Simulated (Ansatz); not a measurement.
`CCCCCC(C)C`, relaxed with RKS PBE0-D4/def2-TZVP in Ansatz from a GFN2-xTB geometry. The force threshold is 0.005 eV/Å; the program also tests the step.

Total charge 0; spin multiplicity 1.

Start:

```xyz
26

C     0.734    3.490   -0.488
C    -0.381    2.750   -1.219
C    -0.093    1.259   -1.403
C    -0.100    0.473   -0.093
C     0.080   -1.023   -0.341
C     0.213   -1.854    0.939
C     0.610   -3.287    0.589
C    -1.082   -1.859    1.749
H     1.682    3.354   -1.005
H     0.516    4.555   -0.446
H     0.842    3.126    0.530
H    -0.516    3.203   -2.204
H    -1.318    2.871   -0.669
H    -0.852    0.837   -2.067
H     0.876    1.139   -1.893
H     0.706    0.825    0.553
H    -1.046    0.655    0.420
H    -0.765   -1.398   -0.924
H     0.982   -1.166   -0.943
H     1.007   -1.416    1.556
H     0.731   -3.883    1.490
H    -0.157   -3.751   -0.028
H     1.548   -3.304    0.039
H    -1.336   -0.859    2.089
H    -0.978   -2.496    2.624
H    -1.903   -2.239    1.145
```

| step | energy (eV) | largest force (eV/Å) | largest move (Å) |
| --- | --- | --- | --- |
| 1 | -8583.4033 | 0.601 | 0.000 |
| 2 | -8583.4256 | 0.208 | 0.031 |
| 3 | -8583.4300 | 0.027 | 0.019 |
| 4 | -8583.4305 | 0.006 | 0.025 |
| 5 | -8583.4305 | 0.001 | 0.008 |
| 6 | -8583.4306 | 0.003 | 0.012 |
| 7 | -8583.4307 | 0.003 | 0.016 |
| 8 | -8583.4307 | 0.004 | 0.023 |

End:

```xyz
26

C     0.693    3.487   -0.450
C    -0.373    2.746   -1.241
C    -0.095    1.258   -1.413
C    -0.096    0.464   -0.116
C     0.108   -1.025   -0.342
C     0.225   -1.865    0.927
C     0.578   -3.304    0.580
C    -1.041   -1.816    1.771
H     1.678    3.367   -0.912
H     0.478    4.558   -0.403
H     0.764    3.124    0.577
H    -0.468    3.204   -2.231
H    -1.347    2.875   -0.753
H    -0.848    0.831   -2.087
H     0.871    1.126   -1.917
H     0.692    0.833    0.550
H    -1.044    0.640    0.405
H    -0.717   -1.418   -0.952
H     1.017   -1.168   -0.940
H     1.048   -1.449    1.525
H     0.705   -3.912    1.479
H    -0.216   -3.762   -0.020
H     1.504   -3.360    0.002
H    -1.277   -0.803    2.101
H    -0.941   -2.440    2.663
H    -1.898   -2.191    1.200
```

Run time 21 s (6 threads of an AMD EPYC 7R13 on a shared host and a share of an NVIDIA H100 80 GB); peak host memory 0.98 GiB.
